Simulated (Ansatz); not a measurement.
Rutile SnO2, treated with LDA in Ansatz (plane waves, PAW).

Run with plane-wave cutoff 520 eV, 8×8×10 k mesh (along the axes of the cell as run), Fermi–Dirac smearing 0.01 eV, scalar-relativistic PAW data made under PBE.

Cell (relaxed at this level):

```yaml
crystal:
  lattice:
    - [4.72285, 0.00000, 0.00000]
    - [0.00000, 4.72285, 0.00000]
    - [0.00000, 0.00000, 3.19028]
  atoms:
    - { symbol: Sn, position: [0.00000, 0.00000, 0.00000] }
    - { symbol: Sn, position: [0.50000, 0.50000, 0.50000] }
    - { symbol: O, position: [0.30605, 0.30605, 0.00000] }
    - { symbol: O, position: [0.80605, 0.19395, 0.50000] }
    - { symbol: O, position: [0.19395, 0.80605, 0.50000] }
    - { symbol: O, position: [0.69395, 0.69395, 0.00000] }
```

### Question
What does this level give for the bulk modulus B0, band gap and pressure derivative B′ of the bulk modulus?

### Answer

- bulk modulus B0: 203 GPa
- band gap: 1.16 eV
- pressure derivative B′ of the bulk modulus: 5.3

Measured, for comparison: band gap 3.81 eV (zero-point renormalisation of 215 meV (computed, non-adiabatic AHC, without the lattice-expansion part) added back here to the 1.8 K gap of; inputs from Miglio et al. (2020), arXiv:2011.12765); bulk modulus 212 GPa (temperature not stated, not corrected to a static lattice, from measured elastic constants; as tabulated in Toher et al. (2017), arXiv:1611.05714). Computed (rounded) less measured: bulk modulus -4 %.

Note: the bulk modulus comes from volumes at which shape and atoms were relaxed.

Spin–orbit coupling is not included.

Static lattice: no zero-point or thermal effects.

Ansatz is an electronic-structure program.
